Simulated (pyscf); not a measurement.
Structures and frequencies: ωB97X-D3(BJ)/def2-SVP in PySCF.

**Question.** Estimate by transition-state theory the rate constant of H₂N–GaH–Cl + hydrogen chloride (HCl) → H₂N–Ga(Cl)–Cl + hydrogen (H₂) (singlet surface; Ga–H, Cl–H broken, Cl–Ga, H–H formed) at 600 K, with ωB97M-D3(BJ)/def2-TZVP energies (ideal gas, 1 atm, RRHO with modes under 100 cm⁻¹ raised to 100, one conformer, R ln 2 for chiral ones without a mode under 150 cm⁻¹; no tunnelling).

**Answer.** The electronic barrier is 14.9 kcal/mol and the thermal terms add +19.1, so ΔG‡ = 34.0 kcal/mol. With k_BT/h = 1.25e+13 s⁻¹ and RT = 1.192 kcal/mol, and a volume of 8.18e-20 cm³ per molecule at 1 atm, k = 4.1e-19 cm³ molecule⁻¹ s⁻¹. Wigner's tunnelling factor for 1090i cm⁻¹ would be 1.28. A shift of 1 kcal/mol in the barrier changes k by a factor 2.3. On the reactant side the descent ends in a complex, 6.2 kcal/mol under the separated species and 18.2 kcal/mol under the saddle at ωB97X-D3(BJ)/def2-TZVP. At ωB97X-D3(BJ)/def2-TZVP the barrier from the zero used here is 12.0 kcal/mol. This is the saddle that the search found; another between the same sides may lie lower. Elements up to Kr have no core potential and no relativistic terms here.
